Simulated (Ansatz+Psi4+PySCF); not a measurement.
doublet C₂H₅: levels of theory in one basis

| atom | x (Å) | y (Å) | z (Å) |
| --- | --- | --- | --- |
| C | -0.5673 | -0.0203 | -0.2410 |
| C | 0.7409 | 0.0024 | 0.0700 |
| H | -1.5000 | 0.0252 | 1.5460 |
| H | -1.1163 | 0.8982 | -0.4220 |
| H | -1.1093 | -0.8952 | -0.4240 |
| H | 1.2935 | -0.9345 | 0.1469 |
| H | 1.2845 | 0.9235 | 0.2006 |

Basis set: cc-pVTZ (spherical functions). Frozen core: 2 orbitals. Correlation on ROHF uses semicanonical orbitals with singles. Charge 0, multiplicity 2.

Computed with Ansatz (development build ahead of 0.2.0) and Psi4 1.11; each method stands on the lowest determinant of its kind that the runs found.

```tsv
method	E − E(ROHF) (eV)	<S²> of the determinant
ROHF	0.00	0.75
UHF	-0.22	0.95
UHF-MP2	-9.10	0.95
```

(1) What does ROHF-MP2 give on the same scale?

Results:

(1) -9.33 eV.

Caution for UHF, UHF-MP2: the unrestricted determinant is spin contaminated. Caution for ROHF-MP2, UHF-MP2: bonds are stretched, where a single reference can fail.
